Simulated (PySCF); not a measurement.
**PH2 (SMILES [PH2]): UB2PLYP/6-31G**

What is the vertical doublet–quartet gap of PH2 at UB2PLYP/6-31G? Input form: a Python script.

The calculation is run with PySCF 2.14.0.

13 further runs of the same task are left out: 2 that didn't finish, 11 set aside as unsound or not needed.

## (1) The system as given

The species is PH2 (3 atoms), meant as a doublet with charge 0. As SMILES, `[PH2]`. The shape is that of a GFN2-xTB optimisation.

Bond lengths: P1–H2 1.392 Å, P1–H3 1.392 Å. Angles: H2–P1–H3 91.4°.

## (2) A single-point energy at UB2PLYP/6-31G

The input, calc.py:

```python
from pyscf import gto, dft, mp

mol = gto.Mole()
mol.atom = [
    ('P', (0.514470, -0.302750, 0.252680)),
    ('H', (0.111510, 1.027360, 0.172420)),
    ('H', (-0.625980, -0.724620, -0.425100)),
]
mol.basis = '6-31g'
mol.verbose = 3
mol.spin = 1
mol.max_memory = 1860
mol.build()

mf = dft.UKS(mol, xc='0.53*HF + 0.47*B88, 0.73*LYP')
mf.grids.level = 5
mf.conv_tol = 1e-10
mf.kernel()
if not mf.converged:
    mf = mf.newton().run(mf.mo_coeff, mf.mo_occ)

pt = mp.MP2(mf, frozen=5).run()
etot = mf.e_tot + 0.27 * pt.e_corr
print('PT2 part  %.8f' % (0.27 * pt.e_corr))
print('E(%s) = %.9f' % ('B2PLYP', etot))
```

Started as:

```sh
$ OMP_NUM_THREADS=1 python calc.py
```

The program printed:

```text
WARN: HOMO -0.200053736450234 >= LUMO -0.200053736450233

converged SCF energy = -342.274455590523  <S^2> = 0.75313296  2S+1 = 2.0031305
E(UMP2) = -342.332710826227  E_corr = -0.0582552357038049
E(SCS-UMP2) = -342.339392993965  E_corr = -0.0649374034414703
PT2 part  -0.01572891
E(B2PLYP) = -342.290184504
```

Run time: 2 s. Hardware: 1 thread of Intel Xeon Platinum 8488C (Sapphire Rapids), shared host; peak memory 0.18 GiB.

## (3) The quartet at the same level

The input, input.py:

```python
from pyscf import gto, dft, mp

mol = gto.M(
    atom=[
    ('P', (0.514470, -0.302750, 0.252680)),
    ('H', (0.111510, 1.027360, 0.172420)),
    ('H', (-0.625980, -0.724620, -0.425100)),
],
    max_memory=1860,
    spin=3,
    verbose=4,
    basis='6-31g',
)

myscf = dft.UKS(mol, xc='0.53*HF + 0.47*B88, 0.73*LYP')
myscf.conv_tol = 1e-10
myscf.grids.level = 5
myscf.kernel()
if not myscf.converged:
    myscf = myscf.newton().run(myscf.mo_coeff, myscf.mo_occ)

pt = mp.MP2(myscf, frozen=5).run()
etot = myscf.e_tot + 0.27 * pt.e_corr
print('PT2 part  %.8f' % (0.27 * pt.e_corr))
print('E(%s) = %.9f' % ('B2PLYP', etot))
```

Started as:

```sh
$ OMP_NUM_THREADS=1 python input.py
```

The program printed:

```text
PySCF version 2.14.0

[INPUT] num. atoms = 3
[INPUT] num. electrons = 17
[INPUT] charge = 0
[INPUT] spin (= nelec alpha-beta = 2S) = 3
[INPUT] symmetry False subgroup None
[INPUT] Mole.unit = angstrom
[INPUT] Symbol           X                Y                Z      unit          X                Y                Z       unit  Magmom
[INPUT]  1 P      0.514470000000  -0.302750000000   0.252680000000 AA    0.972207399305  -0.572114584212   0.477495997155 Bohr   0.0
[INPUT]  2 H      0.111510000000   1.027360000000   0.172420000000 AA    0.210723360150   1.941429031333   0.325826578398 Bohr   0.0
[INPUT]  3 H     -0.625980000000  -0.724620000000  -0.425100000000 AA   -1.182930759455  -1.369333344382  -0.803322575553 Bohr   0.0

nuclear repulsion = 11.6692711396351
number of shells = 11
number of NR pGTOs = 54
number of NR cGTOs = 17
basis = 6-31g
ecp = {}

******** <class 'pyscf.dft.uks.UKS'> ********
method = UKS
initial guess = minao
damping factor = 0
level_shift factor = 0
DIIS = <class 'pyscf.scf.diis.CDIIS'>
diis_start_cycle = 1
diis_space = 8
diis_damp = 0
SCF conv_tol = 1e-10
SCF conv_tol_grad = None
SCF max_cycles = 50
direct_scf = True
direct_scf_tol = 1e-13
number electrons alpha = 10  beta = 7
XC library pyscf.dft.libxc version 7.0.0
    S. Lehtola, C. Steigemann, M. J.T. Oliveira, and M. A.L. Marques.,  SoftwareX 7, 1–5 (2018)
XC functionals = 0.53*HF + 0.47*B88, 0.73*LYP
    A. D. Becke.,  Phys. Rev. A 38, 3098 (1988)
    C. Lee, W. Yang, and R. G. Parr.,  Phys. Rev. B 37, 785 (1988)
    B. Miehlich, A. Savin, H. Stoll, and H. Preuss.,  Chem. Phys. Lett. 157, 200 (1989)
radial grids:
    Treutler-Ahlrichs [JCP 102, 346 (1995); DOI:10.1063/1.469408] (M4) radial grids

becke partition: Becke, JCP 88, 2547 (1988); DOI:10.1063/1.454033
pruning grids: <function nwchem_prune>
grids dens level: 5
symmetrized grids: False
atomic radii adjust function: <function treutler_atomic_radii_adjust>
small_rho_cutoff = 0
Set gradient conv threshold to 1e-05
tot grids = 90672
init E= -342.115257939807
[... the frontier-level lines of each cycle are left out ...]


cycle= 1 E= -342.011905624346  delta_E= 0.103  |g|= 0.109  |ddm|= 3.62


cycle= 2 E= -342.024153984988  delta_E= -0.0122  |g|= 0.0348  |ddm|= 0.48


cycle= 3 E= -342.025132297309  delta_E= -0.000978  |g|= 0.00588  |ddm|= 0.0813


cycle= 4 E= -342.025190927162  delta_E= -5.86e-05  |g|= 0.00104  |ddm|= 0.0181


cycle= 5 E= -342.025193339642  delta_E= -2.41e-06  |g|= 0.000172  |ddm|= 0.00422


cycle= 6 E= -342.025193395468  delta_E= -5.58e-08  |g|= 3.43e-05  |ddm|= 0.00084


cycle= 7 E= -342.025193397489  delta_E= -2.02e-09  |g|= 7.46e-06  |ddm|= 0.000139


cycle= 8 E= -342.025193397605  delta_E= -1.16e-10  |g|= 1.02e-06  |ddm|= 3.58e-05


cycle= 9 E= -342.025193397608  delta_E= -2.79e-12  |g|= 2.05e-07  |ddm|= 6.87e-06


Extra cycle  E= -342.025193397607  delta_E= 3.98e-13  |g|= 1.54e-07  |ddm|= 3.09e-06
converged SCF energy = -342.025193397607  <S^2> = 3.7514186  2S+1 = 4.0007092

******** <class 'pyscf.mp.ump2.UMP2'> ********
nocc = (np.int64(5), np.int64(2)), nmo = (12, 12)
frozen orbitals 5
E(UMP2) = -342.070190646479  E_corr = -0.0449972488720959
E(SCS-UMP2) = -342.074012924273  E_corr = -0.0488195266653033
E_corr(same-spin) = -0.00597365997832128
E_corr(oppo-spin) = -0.0390235888937746
PT2 part  -0.01214926
E(B2PLYP) = -342.037342655
```

Run time: 2.2 s. Hardware: 1 thread of Intel Xeon Platinum 8488C (Sapphire Rapids), shared host; peak memory 0.18 GiB.

## (4) What came out

At UB2PLYP/6-31G, 5 core orbitals frozen:

```
                                                         quantity          value
                                            doublet: total energy  -342.29018 Eh
                                doublet: dipole moment (SCF part)         1.28 D
doublet: HOMO energy (SCF part's orbitals) (highest over α and β)       -8.26 eV
 doublet: LUMO energy (SCF part's orbitals) (lowest over α and β)       -1.76 eV
                                                    doublet: ⟨S²⟩          0.753
                                            quartet: total energy  -342.03734 Eh
                                quartet: dipole moment (SCF part)         0.08 D
quartet: HOMO energy (SCF part's orbitals) (highest over α and β)       -2.36 eV
                                                    quartet: ⟨S²⟩          3.751
                 vertical energy of the quartet above the doublet       6.880 eV
```

At this shape the quartet lies 6.88 eV (159 kcal/mol) above the doublet. Mulliken charges (quartet) run from -0.11 on H2 to +0.22 on P1.
